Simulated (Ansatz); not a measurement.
Process, species as SMILES: CCl (CH3-Cl) → CH3Cl+ (doublet, bonded as ClC) + e-
B3LYP-D3(BJ)/def2-TZVP geometries, fixed; electronic energies without zero-point terms.

Effect of the final integration grid (spheres per factor e of radius in core and valence, angular degree) at PBE/cc-pV(T+d)Z with Ansatz (a first-principles code), against the last row, where the adiabatic ionisation energy is 10.98 eV. Open shells are unrestricted. The default's grid is 13, 11, 36.

```csv
setting,largest shift of a total energy (mEh),shift of the adiabatic ionisation energy (eV)
accuracy: medium (default),0.000,0.000
"final_grid: 4, 3, 11",3.367,0.001
"final_grid: 6, 5, 17",0.030,0.002
"final_grid: 8, 7, 23",0.007,0.000
"final_grid: 10, 9, 29",0.002,0.000
"final_grid: 18, 15, 47",0.000,0.000
"final_grid: 26, 22, 59",0.000,0.000
```

Within 0.002 eV in the adiabatic ionisation energy: accuracy: medium (default); final_grid: 4, 3, 11; final_grid: 6, 5, 17; final_grid: 8, 7, 23; final_grid: 10, 9, 29; final_grid: 18, 15, 47. The largest shift is 3.367 mEh in a total energy and 0.002 eV in the difference.
